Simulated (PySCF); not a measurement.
**The bond of SiN, level by level, part 1 of 2**

What are the lowest state that PBE0 finds, the bond length, vibrational wavenumber and bond energy of SiN, and how much do these hang on the method?

Method: Si def2-SVP, N def2-SVP, no relativity; program: PySCF 2.14.0.

**1. The job**

The job is set up so:

```yaml
atoms: Si, N
charge: 0
basis: Si def2-SVP, N def2-SVP
Hamiltonian: no relativity
basis_functions: 32
electrons_treated: 21
masses_in_u: 27.9769, 14.0031
levels: PBE0, PBE, r²SCAN, BP86, r²SCAN0, LDA, CAM-B3LYP, HF, MP2, SCS-MP2, CCSD, CCSD(T)
grid: 80 radial by 434 angular points
occupations: held fixed by the projection of orbital angular momentum
dissociation_limit: Si + N, each in its ground configuration
starting_distance_in_angstrom: 1.770
values_of_2S_to_try: 1, 3, 5
```

After the search, every level is run at each distance in turn; below they are sorted by level.

**2. Which determinant to follow**

Unrestricted PBE0 solutions at 1.770 Å, counted from the lowest. The search isn't exhaustive.

```csv
2Ms+1,unpaired,term,E (eV),⟨S²⟩,⟨Lz²⟩,μ (D)
2,π ↑,²Π,0.00,0.80,1.01,-2.53
2,σ ↑,²Σ⁺,0.26,0.94,0.00,-2.51
4,π ↑↑↑,⁴Π,2.14,3.76,1.01,-0.53
4,"σ ↑, π ↑↑",not assigned,2.24,3.78,2.01,-1.40
2,π ↑↑↓,not assigned,2.74,1.76,3.01,-0.50
4,"σ ↑, π ↑↑",not assigned,2.76,3.76,2.00,-1.52
2,"σ ↓, π ↑↑",not assigned,2.88,1.77,2.01,-1.39
2,"σ ↑, π ↑↓",not assigned,3.17,1.76,2.02,-1.41
6,"σ ↑, π ↑↑↑↑",⁶Σ⁺,4.40,8.76,0.00,-0.13
4,"σ ↓, π ↑↑↑↑",not assigned,5.90,4.78,0.00,0.74
6,"σ ↑↑, π ↑↑↑",⁶Π,7.25,8.76,1.00,-0.87
6,"σ ↑↑, π ↑↑↑",⁶Π,7.97,8.76,1.00,0.28
```

A term symbol stands only where ⟨S²⟩ and ⟨Lz²⟩ are near those of a pure state. A positive dipole means Si(−)N(+).

The most promising solutions are followed along the bond (rough minima from three points):

```csv
2Ms+1,unpaired,R at minimum (Å),energy at minimum (eV)
2,σ ↑,1.58,0.00
2,π ↑,1.65,0.14
4,π ↑↑↑,not bracketed,≤ 2.35
6,"σ ↑, π ↑↑↑↑",not bracketed,≤ 4.33
```

The search made 12 SCF attempts at the starting distance; with the short scans it took 5.3 s of wall time (1 thread, shared host).

**3. The PBE0 curve of the state that the search chose**

State followed: ²Σ⁺ (doublet), unpaired electrons σ ↑. The scan is laid around 1.576 Å.

The SCF at the reference distance, 1.576 Å, printed:

```text
******** <class 'pyscf.dft.uks_symm.SymAdaptedUKS'> ********
method = SymAdaptedUKS
initial guess = minao
damping factor = 0
level_shift factor = 0
DIIS = <class 'pyscf.scf.diis.CDIIS'>
diis_start_cycle = 1
diis_space = 10
diis_damp = 0
SCF conv_tol = 1e-09
SCF conv_tol_grad = None
SCF max_cycles = 60
direct_scf = False
max_memory 909 MB (current use 247 MB)
number electrons alpha = 11  beta = 10
XC library pyscf.dft.libxc version 7.0.0
    S. Lehtola, C. Steigemann, M. J.T. Oliveira, and M. A.L. Marques.,  SoftwareX 7, 1–5 (2018)
XC functionals = PBE0
    C. Adamo and V. Barone.,  J. Chem. Phys. 110, 6158 (1999)
    M. Ernzerhof and G. E. Scuseria.,  J. Chem. Phys. 110, 5029 (1999)
small_rho_cutoff = 0
Overwritten attributes  get_jk get_occ get_hcore get_k get_j  of <class 'pyscf.dft.uks_symm.SymAdaptedUKS'>
Set gradient conv threshold to 3.16228e-05
init E= -343.754221837554
cycle= 1 E= -343.786782880036  delta_E= -0.0326  |g|= 0.0431  |ddm|= 0.0798
cycle= 2 E= -343.776120430604  delta_E= 0.0107  |g|= 0.144  |ddm|= 0.144
cycle= 3 E= -343.787981482698  delta_E= -0.0119  |g|= 0.00518  |ddm|= 0.106
cycle= 4 E= -343.787997400788  delta_E= -1.59e-05  |g|= 0.00189  |ddm|= 0.00693
cycle= 5 E= -343.788002032159  delta_E= -4.63e-06  |g|= 0.000556  |ddm|= 0.00295
cycle= 6 E= -343.788004844229  delta_E= -2.81e-06  |g|= 0.000287  |ddm|= 0.00406
cycle= 7 E= -343.788005571279  delta_E= -7.27e-07  |g|= 4.54e-05  |ddm|= 0.00318
cycle= 8 E= -343.788005574326  delta_E= -3.05e-09  |g|= 2.07e-05  |ddm|= 0.000153
cycle= 9 E= -343.788005574634  delta_E= -3.08e-10  |g|= 1.48e-06  |ddm|= 2.68e-05
Extra cycle  E= -343.788005574637  delta_E= -3.75e-12  |g|= 1.68e-06  |ddm|= 5.02e-06
converged SCF energy = -343.788005574637  <S^2> = 0.78433082  2S+1 = 2.0340411
```

Points of the scan, energies from the lowest:

```csv
R (Å),E (eV),μ (D),Mulliken charge of Si (e),Mayer bond order,⟨S²⟩,HOMO (eV),LUMO (eV)
1.3554,1.7931,-1.77,0.23,2.76,0.76,-8.66,-4.31
1.4184,0.8066,-1.94,0.24,2.73,0.77,-8.48,-4.40
1.4814,0.2554,-2.10,0.26,2.68,0.77,-8.21,-4.46
1.5287,0.0571,-2.21,0.27,2.64,0.78,-8.01,-4.49
1.5760,0.0000,-2.31,0.28,2.60,0.78,-7.83,-4.51
1.6233,0.0524,-2.40,0.30,2.56,0.80,-7.65,-4.52
1.6863,0.2475,-2.49,0.31,2.48,0.83,-7.42,-4.52
1.7651,0.6216,-2.52,0.32,2.35,0.93,-7.13,-4.51
1.8597,1.1537,-2.40,0.31,2.12,1.16,-6.84,-4.52
1.9858,1.8555,-2.10,0.27,1.76,1.52,-6.56,-4.54
```

Fit: Re = 1.575 Å, ωe = 1196 cm⁻¹, ωexe = 7.04 cm⁻¹, αe = 0.00513 cm⁻¹, Be = 0.7283 cm⁻¹, De = 4.27 eV, μ = -2.31 D.

Orbitals nearest the gap at 1.576 Å:

```csv
spin,orbital,ε (eV),filled,made of
α,σ,-22.17,yes,"N s 73 %, Si s 14 %, Si p 8 %"
β,σ,-20.63,yes,"N s 68 %, Si s 18 %"
α,σ,-12.32,yes,"Si s 42 %, N p 42 %, N s 14 %"
β,σ,-10.47,yes,"Si s 69 %, N s 14 %, Si p 9 %"
α,σ,-8.99,yes,"Si s 34 %, Si p 32 %, N p 31 %"
α,π,-8.47,yes,"N p 73 %, Si p 24 %"
α,π,-8.47,yes,"N p 73 %, Si p 24 %"
β,π,-7.83,yes,"N p 62 %, Si p 35 %"
β,π,-7.83,yes,"N p 62 %, Si p 35 %"
β,σ,-4.51,no,"N p 56 %, Si p 26 %, N s 9 %"
α,π,-1.50,no,"Si p 77 %, N p 20 %"
α,π,-1.50,no,"Si p 77 %, N p 20 %"
β,π,-1.19,no,"Si p 66 %, N p 30 %"
```

Polarisability there: 41.6 bohr³ along the bond, 60.3 across it. Without diffuse functions these come out too small, above all across the bond.

**4. Other states along the same grid**

State 2: ²Π (doublet), unpaired electrons π ↑, an excited solution.

The SCF at the reference distance, 1.576 Å, printed:

```text
[... 13 set-up lines left out, the same as in an earlier log ...]
max_memory 909 MB (current use 284 MB)
[... 8 set-up lines left out, the same as in an earlier log ...]
init E= -343.752743096462
cycle= 1 E= -343.778180964037  delta_E= -0.0254  |g|= 0.0173  |ddm|= 0.074
cycle= 2 E= -343.777721162935  delta_E= 0.00046  |g|= 0.0343  |ddm|= 0.0469
cycle= 3 E= -343.778396130292  delta_E= -0.000675  |g|= 0.00325  |ddm|= 0.0312
cycle= 4 E= -343.778402366084  delta_E= -6.24e-06  |g|= 0.000663  |ddm|= 0.00512
cycle= 5 E= -343.778403262572  delta_E= -8.96e-07  |g|= 0.000279  |ddm|= 0.00144
cycle= 6 E= -343.778403812408  delta_E= -5.5e-07  |g|= 0.000122  |ddm|= 0.00171
cycle= 7 E= -343.778403927083  delta_E= -1.15e-07  |g|= 2.57e-05  |ddm|= 0.00106
cycle= 8 E= -343.778403930047  delta_E= -2.96e-09  |g|= 8.41e-06  |ddm|= 0.00015
cycle= 9 E= -343.778403930169  delta_E= -1.21e-10  |g|= 1.32e-06  |ddm|= 2.77e-05
Extra cycle  E= -343.778403930166  delta_E= 3.07e-12  |g|= 2.85e-06  |ddm|= 4.09e-06
converged SCF energy = -343.778403930166  <S^2> = 0.75726211  2S+1 = 2.007249
```

Re = 1.646 Å, ωe = 1072 cm⁻¹, Be = 0.6664 cm⁻¹, μ = -2.36 D. Its minimum lies 0.15 eV above that of the lowest state.

State 3: ⁴Π (quartet), unpaired electrons π ↑↑↑, an excited solution.

The SCF at the reference distance, 1.576 Å, printed:

```text
[... 13 set-up lines left out, the same as in an earlier log ...]
max_memory 909 MB (current use 258 MB)
number electrons alpha = 12  beta = 9
[... 7 set-up lines left out, the same as in an earlier log ...]
init E= -343.634609971388
cycle= 1 E= -343.649904693474  delta_E= -0.0153  |g|= 0.00939  |ddm|= 0.0743
cycle= 2 E= -343.649955812621  delta_E= -5.11e-05  |g|= 0.00611  |ddm|= 0.0302
cycle= 3 E= -343.649977435324  delta_E= -2.16e-05  |g|= 0.0016  |ddm|= 0.0091
cycle= 4 E= -343.64997873207  delta_E= -1.3e-06  |g|= 0.000107  |ddm|= 0.00181
cycle= 5 E= -343.649978744554  delta_E= -1.25e-08  |g|= 1.51e-05  |ddm|= 0.000274
cycle= 6 E= -343.649978744813  delta_E= -2.59e-10  |g|= 4.62e-06  |ddm|= 4.11e-05
Extra cycle  E= -343.649978744829  delta_E= -1.59e-11  |g|= 2.67e-06  |ddm|= 1.13e-05
converged SCF energy = -343.649978744829  <S^2> = 3.7625857  2S+1 = 4.0062879
```

Re = 1.906 Å, ωe = 653 cm⁻¹, ωexe = 3.94 cm⁻¹, αe = 0.00449 cm⁻¹, Be = 0.4973 cm⁻¹, μ = -0.99 D. Its minimum lies 2.36 eV above that of the lowest state.

State 4: ⁶Σ⁺ (sextet), unpaired electrons σ ↑, π ↑↑↑↑, an excited solution.

Log of the SCF at 1.576 Å:

```text
[... 14 set-up lines left out, the same as in an earlier log ...]
number electrons alpha = 13  beta = 8
[... 7 set-up lines left out, the same as in an earlier log ...]
init E= -343.538628701955
cycle= 1 E= -343.553281832674  delta_E= -0.0147  |g|= 0.0104  |ddm|= 0.0746
cycle= 2 E= -343.553361079008  delta_E= -7.92e-05  |g|= 0.00305  |ddm|= 0.0226
cycle= 3 E= -343.553369709464  delta_E= -8.63e-06  |g|= 0.00194  |ddm|= 0.00732
cycle= 4 E= -343.553372250508  delta_E= -2.54e-06  |g|= 0.00051  |ddm|= 0.00273
cycle= 5 E= -343.553373176595  delta_E= -9.26e-07  |g|= 0.000129  |ddm|= 0.00296
cycle= 6 E= -343.553373201167  delta_E= -2.46e-08  |g|= 1.29e-05  |ddm|= 0.000496
cycle= 7 E= -343.553373201299  delta_E= -1.32e-10  |g|= 2.69e-06  |ddm|= 2.23e-05
Extra cycle  E= -343.553373201303  delta_E= -3.87e-12  |g|= 8.62e-07  |ddm|= 6.02e-06
converged SCF energy = -343.553373201303  <S^2> = 8.7539103  2S+1 = 6.0013033
```

No constants are quoted: no minimum is bracketed among the points kept.

Energy (eV) from the lowest point of the lowest state:

```csv
R (Å),lowest,state 2,state 3,state 4
1.355,1.793,3.033,8.396,11.418
1.418,0.807,1.714,6.510,9.427
1.481,0.255,0.876,5.132,7.936
1.529,0.057,0.489,4.356,7.073
1.576,0.000,0.261,3.756,6.385
1.623,0.052,0.161,3.299,5.839
1.686,0.248,0.179,2.866,5.287
1.765,0.622,0.373,2.541,4.813
1.860,1.154,0.752,2.376,4.464
1.986,1.855,1.325,2.401,4.232
```

**5. PBE (GGA)**

The SCF at the reference distance, 1.576 Å, printed:

```text
[... 17 set-up lines left out, the same as in an earlier log ...]
XC functionals = PBE
    J. P. Perdew, K. Burke, and M. Ernzerhof.,  Phys. Rev. Lett. 77, 3865 (1996)
    J. P. Perdew, K. Burke, and M. Ernzerhof.,  Phys. Rev. Lett. 78, 1396 (1997)
    J. P. Perdew, K. Burke, and M. Ernzerhof.,  Phys. Rev. Lett. 77, 3865 (1996)
    J. P. Perdew, K. Burke, and M. Ernzerhof.,  Phys. Rev. Lett. 78, 1396 (1997)
[... 2 set-up lines left out, the same as in an earlier log ...]
init E= -343.773101725623
cycle= 1 E= -343.774906980927  delta_E= -0.00181  |g|= 0.0252  |ddm|= 0.115
cycle= 2 E= -343.762948935758  delta_E= 0.012  |g|= 0.148  |ddm|= 0.14
cycle= 3 E= -343.775382048498  delta_E= -0.0124  |g|= 0.0119  |ddm|= 0.103
cycle= 4 E= -343.775491345472  delta_E= -0.000109  |g|= 0.00183  |ddm|= 0.0149
cycle= 5 E= -343.775503844353  delta_E= -1.25e-05  |g|= 0.000938  |ddm|= 0.00796
cycle= 6 E= -343.775507219013  delta_E= -3.37e-06  |g|= 0.0003  |ddm|= 0.00535
cycle= 7 E= -343.77550738227  delta_E= -1.63e-07  |g|= 7.18e-05  |ddm|= 0.00105
cycle= 8 E= -343.775507391349  delta_E= -9.08e-09  |g|= 3.38e-05  |ddm|= 0.000289
cycle= 9 E= -343.775507392193  delta_E= -8.44e-10  |g|= 8.1e-06  |ddm|= 5.2e-05
Extra cycle  E= -343.775507391026  delta_E= 1.17e-09  |g|= 4.59e-05  |ddm|= 4.18e-05
converged SCF energy = -343.775507391026  <S^2> = 0.76102775  2S+1 = 2.0109975
```

Re = 1.591 Å, ωe = 1149 cm⁻¹, ωexe = 5.91 cm⁻¹, αe = 0.00506 cm⁻¹, Be = 0.7135 cm⁻¹, De = 5.03 eV, μ = -2.33 D. 5 s of CPU time for 12 points, integrals apart.

**6. r²SCAN**

Log of the SCF at 1.576 Å:

```text
[... 17 set-up lines left out, the same as in an earlier log ...]
XC functionals = R2SCAN
    J. W. Furness, A. D. Kaplan, J. Ning, J. P. Perdew, and J. Sun.,  J. Phys. Chem. Lett. 11, 8208-8215 (2020)
    J. W. Furness, A. D. Kaplan, J. Ning, J. P. Perdew, and J. Sun.,  J. Phys. Chem. Lett. 11, 9248-9248 (2020)
    J. W. Furness, A. D. Kaplan, J. Ning, J. P. Perdew, and J. Sun.,  J. Phys. Chem. Lett. 11, 8208-8215 (2020)
    J. W. Furness, A. D. Kaplan, J. Ning, J. P. Perdew, and J. Sun.,  J. Phys. Chem. Lett. 11, 9248-9248 (2020)
[... 2 set-up lines left out, the same as in an earlier log ...]
init E= -343.921135779872
cycle= 1 E= -343.921659282958  delta_E= -0.000524  |g|= 0.0044  |ddm|= 0.075
cycle= 2 E= -343.921541661578  delta_E= 0.000118  |g|= 0.0152  |ddm|= 0.0194
cycle= 3 E= -343.921679519327  delta_E= -0.000138  |g|= 0.00165  |ddm|= 0.0121
cycle= 4 E= -343.921681544714  delta_E= -2.03e-06  |g|= 0.000742  |ddm|= 0.00285
cycle= 5 E= -343.921682026248  delta_E= -4.82e-07  |g|= 0.000351  |ddm|= 0.00174
cycle= 6 E= -343.92168213152  delta_E= -1.05e-07  |g|= 0.000104  |ddm|= 0.000623
cycle= 7 E= -343.92168214187  delta_E= -1.04e-08  |g|= 1.92e-05  |ddm|= 0.000173
cycle= 8 E= -343.921682143132  delta_E= -1.26e-09  |g|= 9.41e-06  |ddm|= 7.04e-05
cycle= 9 E= -343.921682143744  delta_E= -6.11e-10  |g|= 2.96e-06  |ddm|= 7.4e-05
Extra cycle  E= -343.921682143715  delta_E= 2.81e-11  |g|= 1.02e-05  |ddm|= 1.33e-05
converged SCF energy = -343.921682143715  <S^2> = 0.78388574  2S+1 = 2.0336034
```

Re = 1.581 Å, ωe = 1178 cm⁻¹, ωexe = 6.91 cm⁻¹, αe = 0.00521 cm⁻¹, Be = 0.7231 cm⁻¹, De = 4.39 eV, μ = -2.26 D. 6.4 s of CPU time for 12 points, integrals apart.

(Continued in part 2 of 2.)
